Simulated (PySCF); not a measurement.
Mapped SMILES: `[O:1]=[C:2]1[CH:3]=[CH:4][CH2:5][O:6]1`; H(Xn) means a hydrogen on atom n.

GIAO PBE0/pcSseg-1 shifts (PySCF, gas phase, non-relativistic, equivalent atoms averaged), each against references optimised in the same way as the molecule (H2O, TMS).

On the GFN2-xTB geometry: O1 422.3, O6 212.3, C2 176.1, C4 159.4, C3 132.0, C5 74.5, H(C4) 7.54, H(C3) 6.31, H(C5) 5.02 ppm.

What changes on the PBE0-D3(BJ)/def2-SVP geometry?

Answers


```
atoms  δ (ppm)  change
   O1    420.1    -2.2
   O6    213.2    +0.9
   C2    173.0    -3.1
   C4    159.6    +0.2
   C3    130.9    -1.1
   C5     72.0    -2.5
H(C4)     7.48   -0.06
H(C3)     6.18   -0.13
H(C5)     4.74   -0.28
```

Bonds between heavy atoms that differ most (equivalent bonds averaged): O6–C2 1.358 → 1.365 Å, C3–C4 1.328 → 1.335 Å, C5–O6 1.410 → 1.407 Å, O1–C2 1.197 → 1.194 Å. Mean change of bonds to hydrogen: C–H +0.013 Å.
